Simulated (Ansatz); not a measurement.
Born–Oppenheimer molecular dynamics of H3N + H3N (8 atoms, charge 0, multiplicity 1). It starts from a relaxed structure.

All numbers below come from UKS BHLYP-D4/6-31G (Ansatz).

```yaml
ensemble: NVE (velocity Verlet)
time_step: 0.5 fs
steps_asked: 150
starting_velocities_drawn_for: 2000 K
masses: H 2.014 u
seed: 419107
```

First frame:

```xyz
8
Properties=species:S:1:pos:R:3
N 0.153 -0.034 -1.530
H 0.302 -0.880 -2.040
H -0.524 -0.090 -0.793
H 0.100 0.788 -2.097
N -0.149 0.034 1.523
H -0.121 -0.791 2.086
H 0.564 0.097 0.821
H -0.325 0.877 2.030
```

Q: How far do the bonds stretch over the last three quarters of this one trajectory? (Pairs bonded in most of those frames.)

A: 
| bond | mean (Å) | spread (Å) | shortest | longest |
| --- | --- | --- | --- | --- |
| N1–H2 | 1.004 | 0.031 | 0.96 | 1.06 |
| N1–H3 | 1.018 | 0.049 | 0.94 | 1.11 |
| N1–H4 | 1.000 | 0.025 | 0.94 | 1.05 |
| N5–H6 | 1.001 | 0.022 | 0.97 | 1.04 |
| N5–H7 | 1.001 | 0.010 | 0.98 | 1.03 |
| N5–H8 | 0.999 | 0.016 | 0.97 | 1.04 |

Mean temperature of the second half: 1333 K. The conserved energy stayed within 0.43 meV per atom of its start (net change 0.42 meV per atom), so the integration is sound. A run of 0.075 ps of so small a system gives no equilibrium averages. Limits of this set-up: no polarisation functions.

Time of the run: 2.6 min on 1 thread of Arm Neoverse V1, with other jobs on the host, peak memory 0.096 GiB.
